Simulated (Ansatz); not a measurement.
A calculation with Ansatz (development build ahead of 0.2.0).

```yaml
crystal:
  periodic: [false, false, false]
  atoms:
    - { symbol: O, position_ang: [1.96009, 0.0, 0.0001] }
    - { symbol: H, position_ang: [1.44252, 0.68722, 0.43036] }
    - { symbol: H, position_ang: [2.68146, 0.4688, -0.43027] }
    - { symbol: O, position_ang: [6.0e-05, 1.95992, 5.0e-05] }
    - { symbol: H, position_ang: [-0.68736, 1.44241, -0.4303] }
    - { symbol: H, position_ang: [-0.46878, 2.68143, 0.43042] }
    - { symbol: O, position_ang: [-1.96006, -5.0e-05, 0.0] }
    - { symbol: H, position_ang: [-1.4425, -0.68721, 0.43046] }
    - { symbol: H, position_ang: [-2.68134, -0.46882, -0.4303] }
    - { symbol: O, position_ang: [-1.0e-05, -1.96009, -5.0e-05] }
    - { symbol: H, position_ang: [0.68734, -1.44251, -0.43033] }
    - { symbol: H, position_ang: [0.46871, -2.68143, 0.43032] }
basis:
  gaussian: { orbitals: def2-SVP }
hamiltonian:
  xc: hf
```

The input is written out in the form of the current development build from the run's settings.

Results

```yaml
Converged: yes
Total_energy: -303.88163 hartree
Spin_squared_of_the_determinant: 0.000
```
